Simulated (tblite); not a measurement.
Species: C₃H₅S (doublet state).
Cartesian coordinates in Å at the GFN2-xTB level; atoms count from 1:
```
atom  x, y, z in Å
C1     1.381    0.205   -0.041
C2     0.139   -0.060   -0.471
C3    -1.058   -0.086    0.424
S4    -0.149   -0.398   -2.141
H5     1.581    0.418    0.995
H6     2.218    0.215   -0.717
H7    -1.794    0.642    0.085
H8    -1.527   -1.069    0.390
H9    -0.777    0.140    1.450
```

All values are computed: GFN2-xTB (tblite) harmonic vibrations without scaling, gas phase. This tight-binding method is rough: wavenumbers can miss measured ones by several per cent, in bad cases by 10 to 20. One conformer, not necessarily the lowest. Open shells enter through the occupations alone, without spin polarisation, and single modes of such species can be off by tens of per cent.

Harmonic wavenumbers (cm⁻¹): 104.3, 314.9, 374.8, 412.1, 595.2, 684.8, 850.4, 938.1, 999.5, 1026.2, 1165.3, 1375.9, 1396.7, 1460.4, 1469.5, 1565.6, 3010.9, 3024.3, 3037.0, 3102.0, 3142.8.

A = 9471, B = 5161, C = 3411 MHz; mass 73.011 u (most abundant isotopes); point group Cs, symmetry number 1; spin multiplicity 2.

Zero-point energy?

Half the sum of the wavenumbers: 15025 cm⁻¹ = 42.96 kcal/mol.

Entropy at 200 K, 1 bar (ideal gas, RRHO, classical rotation)?

Translation 36.82, rotation 23.88, vibration 4.61, spin (R ln 2) 1.38: S = 66.7 cal/(mol K).

And Cp and H(200 K) − H(0)?

Cp = 14.64 cal/(mol K), of which vibrations give 6.69 (their classical limit is 21 R = 41.7); H(200 K) − H(0) = 2.15 kcal/mol without the zero-point energy, 0.56 from vibrations.

How do the functions run with temperature in this model?

```csv
T (K),S (cal/(mol K)),Cp (cal/(mol K)),H − H(0) (kcal/mol),G − H(0) (kcal/mol),ln q(vib)
50,51.5,9.0,0.41,-2.16,0.05
100,58.1,10.5,0.90,-4.92,0.27
298.15,73.3,18.8,3.80,-18.06,1.65
373.15,77.9,21.9,5.33,-23.73,2.27
500,85.0,26.5,8.41,-34.07,3.38
750,97.0,32.9,15.89,-56.86,5.62
1000,107.1,37.2,24.69,-82.41,7.79
```

q(vib) and H(0) count from the zero-point level.

What must be added to the electronic energy to get the Gibbs energy at 200 K and 1 bar?

ZPE + [H(200 K) − H(0)] − T·S = 42.96 + 2.15 − 13.34 = 31.77 kcal/mol.

Which modes carry the vibrational entropy at 200 K?

104.3 cm⁻¹: 2.60; 314.9 cm⁻¹: 0.74; 374.8 cm⁻¹: 0.53; 412.1 cm⁻¹: 0.43; 595.2 cm⁻¹: 0.15; 684.8 cm⁻¹: 0.09 cal/(mol K); the other 15 give 0.08 together.

Hindered rotation and anharmonicity are outside this model. Other conformers, if any are populated, would add a mixing term that is left out.
